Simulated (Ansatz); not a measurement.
**C₂H₅FOS: geometry optimisation**

Computed with Ansatz 0.2.0. Level: RKS wB97M-V/def2-SVP.

## Step 1: The starting structure

SMILES `COC(F)S`, 10 atoms, charge 0, spin multiplicity 1.

Atoms are counted from 1 here; the program's logs count them from 0.

Bond lengths: C1–O2 1.427 Å, C1–H6 1.105 Å, C1–H7 1.111 Å, C1–H8 1.115 Å, O2–C3 1.372 Å, C3–F4 1.385 Å, C3–S5 1.837 Å, C3–H9 1.119 Å, S5–H10 1.361 Å. Angles: O2–C1–H6 106.8°, O2–C1–H7 111.4°, O2–C1–H8 111.3°, H6–C1–H7 109.3°, H6–C1–H8 109.2°, H7–C1–H8 108.8°, C1–O2–C3 113.7°, O2–C3–F4 111.7°, O2–C3–S5 109.6°, O2–C3–H9 111.6°, F4–C3–S5 106.0°, F4–C3–H9 106.3°, S5–C3–H9 111.4°, C3–S5–H10 93.7°.

Geometry (Å):

```mol
C2H5FOS
  3D, bonds by distance, orders not assigned

 10  9  0  0  0  0  0  0  0  0999 V2000
   -0.7221    0.0051    1.2684 C   0  0
   -0.4663    0.4673   -0.0570 O   0  0
    0.4219   -0.3151   -0.7511 C   0  0
   -0.1283   -1.5420   -1.0848 F   0  0
    0.8469    0.4999   -2.3411 S   0  0
   -1.3696    0.7599    1.7511 H   0  0
   -1.2430   -0.9760    1.2616 H   0  0
    0.2229   -0.0946    1.8518 H   0  0
    1.3382   -0.5346   -0.1472 H   0  0
    1.1823    1.6788   -1.7488 H   0  0
  1  2  8  0
  1  6  8  0
  1  7  8  0
  1  8  8  0
  2  3  8  0
  3  4  8  0
  3  5  8  0
  3  9  8  0
  5 10  8  0
M  END
```

## Step 2: Relaxation

The input, input.yaml:

```yaml
crystal:
  periodic: [false, false, false]
  atoms:
    - { symbol: C, position_ang: [-0.722142, 0.005143, 1.268376] }
    - { symbol: O, position_ang: [-0.46628, 0.467283, -0.057002] }
    - { symbol: C, position_ang: [0.421942, -0.315128, -0.751109] }
    - { symbol: F, position_ang: [-0.128318, -1.541974, -1.084803] }
    - { symbol: S, position_ang: [0.846914, 0.499882, -2.341122] }
    - { symbol: H, position_ang: [-1.369616, 0.759945, 1.751067] }
    - { symbol: H, position_ang: [-1.242973, -0.975986, 1.261619] }
    - { symbol: H, position_ang: [0.222875, -0.094571, 1.851826] }
    - { symbol: H, position_ang: [1.338152, -0.534599, -0.147198] }
    - { symbol: H, position_ang: [1.182346, 1.678805, -1.748753] }
basis:
  gaussian: { orbitals: def2-SVP }
hamiltonian:
  xc: { name: wB97M-V }
output:
  forces: true
relax:
  f_tol: 0.003
  max_steps: 120
```

Started as:

```bash
ansatz run input.yaml --threads 1 --pin off --max-ram 2560MiB --backend cpu --events-out ev --progress --plain --runs-dir out
```

**Question.** How long does this run take on 1 thread of AMD EPYC 7R13 (Zen 3), shared host, and how much memory does it need?

About 98 s, with a peak of 0.34 GiB.
